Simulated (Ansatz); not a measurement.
For 1T (CdI2-type) PtSe2, PBE in Ansatz (PAW) gives:

- equilibrium lattice constant a = 3.752 Å
- lattice parameter c = 6.475 Å

What does HSE06-D3(BJ) (plane waves, PAW; Ansatz, a program for electronic structure) give for the same quantities?


- lattice constant a: 3.717 Å (shrinks by 0.9 %)
- lattice parameter c: 4.781 Å (shrinks by 26 %)

For comparison: lattice constant a 3.727 Å (measured, temperature not stated, not corrected to a static lattice; as tabulated in Björkman (2014), arXiv:1406.2436); lattice parameter c 5.074 Å (measured, temperature not stated, zero-point anharmonic expansion removed (computed with revB86b-DF2); no thermal correction; as tabulated in Björkman (2014), arXiv:1406.2436).

Changes are worked out from the printed values.

Unless a cell is named, each level is at its own relaxed cell (PBE 26.31, HSE06-D3(BJ) 19.07 Å³/atom).

Levels without +SOC leave out spin–orbit coupling, which shifts energies and cells of such heavy elements.

Caveats: exact exchange on metals is sensitive to the k mesh and can open a false gap (HSE06-D3(BJ)); for a layered or molecular solid the relaxed cell lies over 5 % above the published volume, where the minimum can be shallow (PBE); the cell comes from a level without a dispersion term, which matters for the spacing of layers, chains or molecules (PBE); the run warned that the count of filled bands differs between k points (HSE06-D3(BJ)). Ansatz's density-functional and Hartree–Fock values are scalar-relativistic unless marked +SOC, with PAW data made under PBE.
